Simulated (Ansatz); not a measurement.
`N#CCCC#N` and `CCCC#N` differ in one atom or group.

Ansatz, PBE0-D4/def2-TZVP geometries, multiplicity 1. Each molecule was computed in one conformer, which needn't be the lowest.

| property | `N#CCCC#N` |
| --- | --- |
| HOMO–LUMO gap (ωB97M-V/def2-TZVPP) / eV | 13.66 |
| HOMO–LUMO gap (PBE0/def2-TZVPP) / eV | 9.75 |
| size of the dipole moment (ωB97M-V/def2-TZVPP) / D | 0.00 |
| size of the dipole moment (PBE/def2-TZVPP) / D | 0.00 |
| HOMO energy (PBE0/def2-TZVPP) / eV | -9.86 |
| HOMO energy (ωB97M-V/def2-TZVPP) / eV | -12.16 |

Q: Give the same properties after the change, and the shifts. (An estimate is asked.)

A: Ansatz gave: 
```
                                          property  `CCCC#N`  shift
           HOMO–LUMO gap (ωB97M-V/def2-TZVPP) / eV     13.66   0.00
              HOMO–LUMO gap (PBE0/def2-TZVPP) / eV      9.83   0.08
size of the dipole moment (ωB97M-V/def2-TZVPP) / D      4.22   4.22
    size of the dipole moment (PBE/def2-TZVPP) / D      4.18   4.18
                HOMO energy (PBE0/def2-TZVPP) / eV     -9.25   0.61
             HOMO energy (ωB97M-V/def2-TZVPP) / eV    -11.58   0.58
```

With PBE0 the HOMO rises by 0.61 eV and the LUMO rises by 0.69 eV, so the gap widens by about 0.08 eV. PBE moves the HOMO by 0.60 eV and ωB97M-V by 0.58 eV. The zero-point energy changes by 76.8 kJ/mol with +6 modes.
